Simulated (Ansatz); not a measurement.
# SiO− (doublet): from Hartree-Fock to the top rungs, aug-cc-pVDZ

Aim: climb from Hartree-Fock through coupled cluster and multireference methods for SiO− (doublet) at one geometry and basis, and see what each rung misses.

Method: aug-cc-pVDZ, core rule «outside noble gas», up to 6 orbitals frozen; program: Ansatz 0.2.0, Gaussian basis.

To be run: UHF; CCSD(T) on ROHF; CCSD(T) on UHF; BCCD(T) on ROHF; CISD; CCSDT(Q) on ROHF; CCSDT(Q) on UHF; CASSCF and MRCISD+Q, 11 electrons in 8 orbitals; CASSCF and NEVPT2, 11 electrons in 8 orbitals.

14 further runs of the same task are left out: 4 that didn't finish, 10 set aside as unsound or not needed.

**1. The system**

The geometry is a PBE0/def2-TZVPD stationary point (not a proven minimum).

2 atoms, charge -1, spin multiplicity 2.

Atoms are counted from 1 here; the program's logs count them from 0.

Bond lengths: Si1–O2 1.561 Å.

**2. UHF**

The input, in.yaml:

```yaml
crystal:
  periodic: [false, false, false]
  atoms:
    - {symbol: Si, position_ang: [0.000000, 0.000000, 0.000000]}
    - {symbol: O, position_ang: [0.000000, 0.000000, 1.560700]}
basis:
  gaussian: {orbitals: aug-cc-pVDZ}
total_charge: -1
magnetization: {spin_polarized: true, initial_magnetization: 1}
hamiltonian: {xc: hf}
output: {orbitals: {seedname: orbitals}}
```

Run with:

```
> ansatz run in.yaml --threads 1 --pin off --events-out ev --progress --plain --max-ram 2393MiB
```

Further steps of the session: CCSD(T) on ROHF; CCSD(T) on UHF; BCCD(T) on ROHF; CISD; CCSDT(Q) on ROHF; CCSDT(Q) on UHF; CASSCF and MRCISD+Q, 11 electrons in 8 orbitals; CASSCF and NEVPT2, 11 electrons in 8 orbitals.

Before running them: what should the planned runs give, taken together? Wanted: UCCSDT(Q) below the RHF energy; RMP2 from UCCSDT(Q); UMP2 from UCCSDT(Q); RCCSD from UCCSDT(Q); RCCSD(T) from UCCSDT(Q); UCCSD(T) from UCCSDT(Q); RCCSDT(Q) from UCCSDT(Q); NEVPT2 valence from UCCSDT(Q); MRCISD+Q valence from UCCSDT(Q).

The runs gave:

| quantity | value |
| --- | --- |
| UCCSDT(Q) below the RHF energy | -8.6848 eV |
| RMP2 from UCCSDT(Q) | +13.45 kcal/mol |
| UMP2 from UCCSDT(Q) | +14.18 kcal/mol |
| RCCSD from UCCSDT(Q) | +10.03 kcal/mol |
| RCCSD(T) from UCCSDT(Q) | +1.41 kcal/mol |
| UCCSD(T) from UCCSDT(Q) | +1.44 kcal/mol |
| RCCSDT(Q) from UCCSDT(Q) | +0.30 kcal/mol |
| NEVPT2 valence from UCCSDT(Q) | +34.27 kcal/mol |
| MRCISD+Q valence from UCCSDT(Q) | +2.92 kcal/mol |
| levels within 1 kcal/mol (43 meV) | RCCSDT, UCCSDT, RCCSDT(Q) |
| T1 diagnostic | 0.030 |
| effectively unpaired electrons | 1.03 |

What this shows: RCCSD(T) misses by +1.41 kcal/mol, 0.7 % of the correlation energy. One determinant dominates. Of the multireference levels listed MRCISD+Q valence comes nearest in total energy (+2.92 kcal/mol), which doesn't show that its space is the better one. These misses are within one basis, not against nature; the frozen cores of restricted and unrestricted runs differ, which can shift their rows.
